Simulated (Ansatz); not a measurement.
Results of LC-ωPBE (plane waves, PAW; Ansatz, a program for electronic structure) for litharge SnO.

Numerical settings: plane-wave cutoff 460 eV, 8×8×6 k mesh (along the axes of the cell as run), Fermi–Dirac smearing 0.01 eV, scalar-relativistic PAW data made under PBE.

Cell (measured lattice):

SnO is taken in the tetragonal space group P4/nmm, origin choice 1 (No. 129), Pearson symbol tP4. Cell: a = 3.8010 Å, b = 3.8010 Å, c = 4.8350 Å, α = 90.00°, β = 90.00°, γ = 90.00°. Sn on 2c is coordinated by 4 O at 2.219 Å. O on 2a has 4 Sn at 2.219 Å (tetrahedral). (Neighbours: up to the widest gap in distance over summed covalent radii, below 1.35, at either atom; cation-cation and far metal-metal contacts left out.)

### Question
Predict the band gap, smallest direct gap on the k points sampled and Γ–Γ gap.

### Answer

* **band gap**: 4.20 eV (on the SCF k mesh)
* **smallest direct gap on the k points sampled**: 6.94 eV
* **Γ–Γ gap**: 7.03 eV

Note: cell and atoms aren't relaxed at this level (largest force component 0.48 eV/Å, pressure -2.3 GPa).

Spin–orbit coupling is not included.

Static lattice: no zero-point or thermal effects.
